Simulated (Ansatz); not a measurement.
in.yaml

```yaml
crystal:
  periodic: [false, false, false]
  atoms:
    - {symbol: Si, position_ang: [0.054491, -0.000297, 0.551520]}
    - {symbol: N, position_ang: [-0.110383, 0.008077, -1.285400]}
    - {symbol: H, position_ang: [-0.033763, 1.277611, 1.238239]}
    - {symbol: H, position_ang: [0.049346, -1.381575, 1.256453]}
basis:
  gaussian: {orbitals: STO-3G}
magnetization: {spin_polarized: false, initial_magnetization: 3}
correlation: {active_space: {ras: {orbitals: [4, 3, 3], electrons: 11, max_holes: 3, max_particles: 3}, fixed_orbitals: true}}
scf: {lower_state_search: full}
```

```sh
$ ansatz run in.yaml --threads 1 --pin off --events-out ev --progress --plain --max-ram 2393MiB
```

Log:

```
183 factors; integrals over basis functions are off by at most 3.1e-5 eV
mean field evaluation 1: about -9261.2833 eV, gradient 8.1e0 eV
mean field evaluation 2: about -9261.3029 eV, gradient 8.1e0 eV
mean field evaluation 4: about -9261.8928 eV, gradient 6.9e-1 eV
mean field evaluation 8: about -9261.8978 eV, gradient 2.6e-6 eV
mean field evaluation 16: about -9212.1012 eV, gradient 5.5e1 eV
mean field evaluation 32: about -9243.8599 eV, gradient 2.8e1 eV
mean field evaluation 64: about -9261.8734 eV, gradient 6.7e-1 eV
mean field evaluation 96: about -9261.8978 eV, gradient 2.9e-5 eV
mean field -9261.89781107 eV, -340.3684666169 hartree, gradient 6.8e-6 eV, S^2 3.750000; 5 other end points of the search recorded, 0 dependent functions left out
reference -9261.89781107 eV, -340.3684666169 hartree; 13, 10 occupied and 3, 6 virtual orbitals, 183 factors
state -9263.87668583 eV, -340.4411889232 hartree
Total energy: -9263.87668583 eV, -340.4411889232 hartree
```

Natural occupations: 1.9966 1.9721 1.9626 1.9477 1.0073 1.0004 0.9926 0.0688 0.0301 0.0219.

Ran on 1 thread of Arm Neoverse V1, shared host: 0.33 s wall, 0.16 GiB peak host memory.
